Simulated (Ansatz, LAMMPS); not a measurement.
## A-type hexagonal La₂O₃: properties by level of theory

Reference values: lattice constant a 3.934 Å (measured, 300 K, no zero-point or thermal correction, our sources range from 3.934 to 3.940; as tabulated in Santana et al. (2016), arXiv:1608.06321); lattice parameter c 6.13 Å (measured, temperature not stated, not corrected to a static lattice; as tabulated in Rustad et al. (2011), arXiv:1107.4261); bulk modulus 113 GPa (measured, 300 K, not corrected to a static lattice; as tabulated in Santana et al. (2016), arXiv:1608.06321).

```csv
level (code),equilibrium lattice constant a (Å),lattice parameter c (Å),bulk modulus (GPa)
"ionic model grimes2000 (shell model, LAMMPS)",3.908,6.219,144
PBE+SOC (Ansatz),3.940,6.187,109
RPBE (Ansatz),3.964,6.289,101
r²SCAN (Ansatz),3.935,6.126,116
r²SCAN+SOC (Ansatz),3.935,6.126,116
r²SCAN+rVV10 (Ansatz),___,6.075,___
```

Problem. Complete the blanks.

Solution. 
- r²SCAN+rVV10 (Ansatz, an electronic-structure program), equilibrium lattice constant a (Å): 3.928
- r²SCAN+rVV10 (Ansatz), bulk modulus (GPa): 119

Differences from the reference values (errors of the level alone only where the reference is corrected to a static lattice):

```
level                   lattice constant a (%)  lattice parameter c (%)  bulk modulus (%)
----------------------  ----------------------  -----------------------  ----------------
ionic model grimes2000                   -0.66                    +1.45               +27
PBE+SOC                                  +0.15                    +0.93              -3.5
RPBE                                     +0.76                    +2.59             -10.6
r²SCAN                                   +0.03                    -0.07              +2.7
r²SCAN+SOC                               +0.03                    -0.07              +2.7
r²SCAN+rVV10                             -0.15                    -0.90              +5.3
```

Nearest: lattice constant a, not ranked (reference at room or unstated temperature); lattice parameter c, not ranked (reference at room or unstated temperature); bulk modulus, not ranked (reference at room or unstated temperature).

Empirical potentials (ionic model grimes2000) are fitted to chosen data: where that held the value shown, agreement is built in, and what lay outside the fit can be far off.

Ansatz's density-functional and Hartree–Fock values are scalar-relativistic unless marked +SOC, with PAW data made under PBE.

Differences are worked out from the printed values.

The computed numbers hold no vibrational or temperature effects.
